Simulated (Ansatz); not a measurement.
Two shapes of triplet CH₂.

Shape 1:

```xyz
3

C     0.0000    0.0000   -0.0974
H     0.0000    0.9236    0.2923
H     0.0000   -0.9236    0.2923
```

Shape 2:

```xyz
3

C     0.0000    0.0000   -0.1144
H     0.0000    1.0843    0.3432
H     0.0000   -1.0843    0.3432
```

Basis set: cc-pVTZ (spherical functions). Left uncorrelated: 1 orbital. Charge 0, multiplicity 3.

Computed with Ansatz (development build ahead of 0.2.0); each method stands on the lowest determinant of its kind that the runs found.

(1) Which shape is lower in energy, and by how much in each method?

Answers

(1)

```
 method  E(2) − E(1) (eV)
    UHF             0.173
UHF-MP2             0.116
```

Shape 1 is lower.
